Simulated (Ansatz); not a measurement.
Start from `C#C/C=C/F` and change one atom or group (the configuration at the double bond changes too) to get `O/C=C\F`.

Ansatz, PBE0-D4/def2-TZVP geometries, multiplicity 1. Each molecule was computed in one conformer, which needn't be the lowest.

```json
{"property": "size of the dipole moment (PBE/def2-TZVPP) / D", "`C#C/C=C/F`": "0.61"}
{"property": "LUMO energy (PBE0/def2-TZVPP) / eV", "`C#C/C=C/F`": "-0.88"}
{"property": "LUMO energy (B3LYP/def2-TZVPP) / eV", "`C#C/C=C/F`": "-1.11"}
{"property": "HOMO energy (ωB97M-V/def2-TZVPP) / eV", "`C#C/C=C/F`": "-9.23"}
{"property": "size of the dipole moment (B3LYP/def2-TZVPP) / D", "`C#C/C=C/F`": "0.78"}
{"property": "LUMO energy (ωB97M-V/def2-TZVPP) / eV", "`C#C/C=C/F`": "1.23"}
```

**Question.** What does the change do to each property? (An estimate is asked.)

**Answer.** Ansatz gave: 
```tsv
property	`O/C=C\F`	shift
size of the dipole moment (PBE/def2-TZVPP) / D	0.56	-0.05
LUMO energy (PBE0/def2-TZVPP) / eV	0.90	1.78
LUMO energy (B3LYP/def2-TZVPP) / eV	0.60	1.71
HOMO energy (ωB97M-V/def2-TZVPP) / eV	-9.05	0.18
size of the dipole moment (B3LYP/def2-TZVPP) / D	0.73	-0.05
LUMO energy (ωB97M-V/def2-TZVPP) / eV	2.63	1.40
```

With PBE0 the HOMO rises by 0.34 eV and the LUMO rises by 1.78 eV, so the gap widens by about 1.44 eV. PBE moves the HOMO by 0.55 eV and ωB97M-V by 0.18 eV. The zero-point energy changes by -10.8 kJ/mol with -3 modes. Dipoles are sizes alone; their direction can turn.

B3LYP here is the variant with VWN-RPA as its local correlation; programs differ in this.
